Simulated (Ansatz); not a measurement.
# What a trial cell of BiRu relaxes into

Level of theory: Ansatz, DFT PBE, scalar-relativistic, plane waves, PAW. Cutoff 420 eV, Γ-centred k mesh, Gaussian smearing, no spin polarisation in the final step.

BiRu was placed on the FeSi (B20) structure type (P2_13, No. 198), with Bi in place of Fe, Ru in place of Si, at a guessed volume.

```xyz
8
Lattice="5.4443 0.0000 0.0000 0.0000 5.4443 0.0000 0.0000 0.0000 5.4443" Properties=species:S:1:pos:R:3 pbc="T T T"
Bi    0.7295    0.7295    0.7295
Bi    1.9926    4.7147    3.4517
Bi    3.4517    1.9926    4.7147
Bi    4.7147    3.4517    1.9926
Ru    4.5977    4.5977    4.5977
Ru    3.5687    0.8466    1.8756
Ru    1.8756    3.5687    0.8466
Ru    0.8466    1.8756    3.5687
```

Cell and atoms relax at zero pressure; the relaxation can't lower the symmetry of the start. After a coarse first stage the cell is made exact in the group found at 0.06 Å.

Energies over the elements count from the elements' standard structures at the same level, with no empirical corrections.

(1) Describe the relaxed structure.

(2) What are its volume, energy, density and gap?

Results:

(1) It keeps P2_13 (No. 198). The result has the FeSi (B20) structure. Conventional cell: a = 5.418 Å. Bi is coordinated by 7 Ru at 2.81–3.07 Å and 6 Bi at 3.39 Å; Ru is coordinated by 7 Bi at 2.81–3.07 Å and 6 Ru at 3.36 Å.

```cif
data_structure
_symmetry_space_group_name_H-M 'P2_13'
_symmetry_Int_Tables_number 198
_cell_length_a 5.4181
_cell_length_b 5.4181
_cell_length_c 5.4181
_cell_angle_alpha 90.000
_cell_angle_beta 90.000
_cell_angle_gamma 90.000
_cell_volume 159.05
loop_
_atom_site_label
_atom_site_type_symbol
_atom_site_symmetry_multiplicity
_atom_site_Wyckoff_symbol
_atom_site_fract_x
_atom_site_fract_y
_atom_site_fract_z
_atom_site_occupancy
Bi1 Bi 4 a 0.16909 0.16909 0.16909 1
Ru1 Ru 4 a 0.84172 0.84172 0.84172 1
```

(2) The volume per atom is 19.88 Å³, the density is 12.95 g/cm³ and the energy over the elements is 0.51 eV/atom. The gap on the 8×8×8 mesh is 0 eV (a metal).

The final run used a 8×8×8 mesh on its 8-atom cell and 0.10 eV smearing. The k mesh leaves about 4 meV/atom of noise in metals. Spin–orbit coupling is left out. A structure relaxed within its symmetry needn't be a true minimum.

Cost: 3 runs of about 5.2 core-minutes in all, on Intel Xeon 6975P-C (Granite Rapids) (shared hosts).